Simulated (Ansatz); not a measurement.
This geometry of ClHOSi (4 atoms, charge 0, multiplicity 1) is a first-order saddle point.

The calculation used Ansatz, RKS LDA/def2-SVP.

```xyz
4
Properties=species:S:1:pos:R:3
O -0.551 0.492 -0.346
Si -0.321 -0.828 0.573
Cl 1.788 -0.899 0.706
H -0.861 1.174 -0.954
```

Problem. Which two structures does it join? (They come from a converged band through this point; their orientation in space is the band's.)

Solution. No bond is made or broken. The dihedral H4–O1–Si2–Cl3 changes from 0 to 180° by way of a nearly straight angle H4–O1–Si2 (up to 169°), not by a turn about the bond.

Image 0:

```xyz
4
Properties=species:S:1:pos:R:3
O -0.924 0.454 -0.311
Si -0.449 -0.804 0.659
Cl 1.649 -0.672 0.399
H -0.220 0.962 -0.768
```

Image 8:

```xyz
4
Properties=species:S:1:pos:R:3
O -0.260 0.634 -0.502
Si -0.295 -0.667 0.538
Cl 1.759 -1.010 0.661
H -1.148 0.984 -0.717
```

Problem. How far does it lie above each of them?

Solution. 0.30 eV above the first and 0.21 eV above the second. This is the barrier of this one path; another mechanism may lie lower.

Time of the run: 2.5 min on 1 thread of Intel(R) Xeon(R) Processor @ 2.70GHz, with other jobs on the host, peak memory 0.11 GiB.
